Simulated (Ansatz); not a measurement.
**CH₄Si: one species, many methods**

Aim: compute CH₄Si with functionals from several rungs and with coupled cluster, and see how far each lands from CCSD(T) at the basis-set limit for the atomisation energy.

The runs use Ansatz 0.2.0, Gaussian basis; functionals in def2-TZVPP, the program's frozen cores in correlated methods.

The runs, in order: LDA (SPW92), PBE-D4, revPBE-D4, BLYP-D4, r2SCAN-D4, B97M-V, PBE0-D4, B3LYP-D4, r2SCANh-D4, r2SCAN0-D4, HSE06-D4, BHLYP-D4, CAM-B3LYP-D4, LC-ωPBE, ωB97X-V, ωB97M-V, B2PLYP, PBE-QIDH; CCSD(T)/def2-SVP; CCSD(T)/def2-TZVPP; CCSD(T)/def2-QZVPP; extrapolation to the limit; RPA on PBE.

## 1. The relaxed structure

An earlier PBE0-D4 in a triple-zeta def2 set relaxation fixed the geometry.

SMILES `C[SiH]`, 6 atoms, charge 0, spin multiplicity 1.

Atoms are counted from 1 here; the program's logs count them from 0.

Bond lengths: C1–Si2 1.892 Å, C1–H3 1.098 Å, C1–H4 1.091 Å, C1–H5 1.098 Å, Si2–H6 1.531 Å. Angles: Si2–C1–H3 109.7°, Si2–C1–H4 113.8°, Si2–C1–H5 109.5°, H3–C1–H4 109.0°, H3–C1–H5 105.5°, H4–C1–H5 109.0°, C1–Si2–H6 94.2°.

## 2. LDA

This LDA is Slater exchange with PW92 correlation.

in.yaml

```yaml
crystal:
  periodic: [false, false, false]
  atoms:
    - {symbol: C, position_ang: [-0.093516, -0.365984, -0.370345]}
    - {symbol: Si, position_ang: [0.917299, 0.209775, 1.122309]}
    - {symbol: H, position_ang: [-1.156892, -0.410100, -0.102198]}
    - {symbol: H, position_ang: [0.214952, -1.335643, -0.762996]}
    - {symbol: H, position_ang: [-0.024007, 0.381989, -1.170808]}
    - {symbol: H, position_ang: [0.142164, 1.519973, 1.284048]}
basis:
  gaussian: {orbitals: def2-TZVPP}
hamiltonian: {xc: lda}
output: {orbitals: {seedname: orbitals}}
```

After this run come: PBE-D4 (GGA); revPBE-D4 (GGA); BLYP-D4 (GGA); r2SCAN-D4 (meta-GGA); B97M-V (meta-GGA); PBE0-D4 (hybrid); B3LYP-D4 (hybrid); r2SCANh-D4 (hybrid); r2SCAN0-D4 (hybrid); HSE06-D4 (hybrid); BHLYP-D4 (hybrid); CAM-B3LYP-D4 (range-separated); LC-ωPBE-D4 (range-separated); ωB97X-V (range-separated); ωB97M-V (range-separated); B2PLYP (double hybrid); PBE-QIDH (double hybrid); CCSD(T) in def2-SVP; CCSD(T) in def2-TZVPP; CCSD(T) in def2-QZVPP; RPA on PBE orbitals.

Q: Predict the results of all the runs planned. Wanted: atomisation energy, CCSD(T)/CBS; farthest beyond LDA; mean size of error, GGA; mean size of error, meta-GGA; mean size of error, hybrid; mean size of error, range-separated; mean size of error, double hybrid; gap, smallest and largest; T1 diagnostic.

**Answer**, as computed:

| quantity | value |
| --- | --- |
| atomisation energy, CCSD(T)/CBS | 1917.5 kJ/mol |
| functionals within 9.6 kJ/mol (0.5 %) | PBE-D4, BLYP-D4, B3LYP-D4, HSE06-D4, CAM-B3LYP-D4, ωB97X-V |
| farthest beyond LDA | BHLYP-D4 (-31.6 kJ/mol) |
| mean size of error, GGA | 12.5 kJ/mol |
| mean size of error, meta-GGA | 12.6 kJ/mol |
| mean size of error, hybrid | 16.3 kJ/mol |
| mean size of error, range-separated | 12.8 kJ/mol |
| mean size of error, double hybrid | 21.6 kJ/mol |
| gap, smallest and largest | 1.72 eV (LDA (SPW92)), 8.59 eV (LC-ωPBE) |
| T1 diagnostic | 0.0125 |
| triples share of the correlation energy | 3.5 % |

**Reading.** LDA overbinds by 223.0 kJ/mol (12 %). PBE-D4 is off by +7.6 kJ/mol. Double hybrids carry the basis error of their MP2 part in triple zeta, and no dispersion term here, so their miss is partly the set-up's. By mean error the best rung here is GGA (12.5 kJ/mol) and the worst beyond LDA is double hybrid (21.6 kJ/mol). The gap between the best rungs is small, so their order is not settled. The reference freezes the cores and leaves out relativity and excitations past (T), so misses under about 9.6 kJ/mol can't be ranked. Hartree-Fock recovers 75 % of the binding; the rest is correlation. CCSD(T) in def2-SVP is off by -100.6 kJ/mol, worse than the median functional, from the basis alone. Orbital gaps span 1.7 to 8.6 eV; exact exchange widens them. The restricted reference is unstable towards a spin-broken one.
